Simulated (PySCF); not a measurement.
A spin–spin coupling run with PySCF (density fitting, non-relativistic, gas phase) on `O=C(C=C)F`, C$_{3}$H$_{3}$FO:

```
$ OMP_NUM_THREADS=1 python probes_run.py task.json out

{"job": {"kind": "j", "xc": "LDA", "basis": "pcJ-1"}, "charge": 0, "multiplicity": 1}
C      0.987202     0.771862    -0.077240
C      0.141016    -0.101275     0.473277
C     -0.989782    -0.634762    -0.310300
O     -1.277905    -0.395357    -1.435747
F     -1.725223    -1.482052     0.422346
H      0.844965     1.094181    -1.112969
H      1.832121     1.179366     0.482751
H      0.244392    -0.450843     1.503173
```

Hardware: 1 thread of an Arm Neoverse V1, shared host. The job also computes field gradients.

Task: How large is the calculation?

Result: 38 electrons, 165 basis functions and 579 auxiliary functions.

Task: How long does it take, and how much memory does it need?

Result: 9.4 s of wall time, with 16 SCF cycles; peak memory 0.56 GiB. Times on a shared host scatter by some tens of per cent.

Task: And these other runs on the same molecule and hardware: GIAO shielding at PBE0/IGLO-III; GIAO shielding at PBE0/aug-cc-pVDZ; GIAO shielding at PBE0/cc-pVDZ; GIAO shielding at PBE0/cc-pVTZ; GIAO shielding at PBE0/pcSseg-0; spin–spin coupling at B97-2/pcJ-1?

Result: PBE0/IGLO-III: 205 functions, 13 s; PBE0/aug-cc-pVDZ: 142 functions, 8.2 s; PBE0/cc-pVDZ: 85 functions, 4.5 s; PBE0/cc-pVTZ: 192 functions, 12 s; PBE0/pcSseg-0: 51 functions, 2.8 s; B97-2/pcJ-1: 165 functions, 17 s.
